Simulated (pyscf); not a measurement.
H₃C–CH₂–Ga(Cl)–Cl (SMILES C[CH2][Ga]([Cl])[Cl]) → Cl–GaH–Cl (SMILES [Cl][GaH][Cl]) + H₂C=CH₂ (SMILES C=C) (elimination; singlet surface; C–Ga, C–H broken, Ga–H formed). PySCF, gas phase, ωB97X-D3(BJ)/def2-SVP geometries. Energies in kcal/mol from the reactant's lowest minimum found.

| level | barrier | reaction energy |
|---|---|---|
| ωB97X-D3(BJ)/def2-TZVP | 49.7 | +37.1 |
| PBE/def2-TZVP | 46.5 | +33.4 |
| r²SCAN/def2-TZVP | [?] | +35.0 |
| PBE0-D3(BJ)/def2-TZVP | 48.1 | +37.6 |
| M06-2X/def2-TZVP | 47.9 | +35.2 |
| HF/def2-TZVP | [?] | [?] |

Problem. Complete the blanks.

Solution. 
- r²SCAN/def2-TZVP, barrier: 45.8
- HF/def2-TZVP, barrier: 54.8
- HF/def2-TZVP, reaction energy: +25.3

The functionals in the table span 3.9 kcal/mol in this barrier, from r²SCAN to ωB97X-D3(BJ)/def2-TZVP. On the reactant side the descent ends in a point that may be a rotor saddle (no frequency run), 3.7 kcal/mol over the lowest minimum found and 46.1 kcal/mol under the saddle at ωB97X-D3(BJ)/def2-TZVP. On the product side the descent ends in a bound adduct (not fully relaxed), 13.0 kcal/mol under the separated species and 25.7 kcal/mol under the saddle at ωB97X-D3(BJ)/def2-TZVP. At the saddle there is also a short C–Ga contact that neither side keeps. This is the saddle that the search found; another between the same sides may lie lower. Elements up to Kr have no core potential and no relativistic terms here.
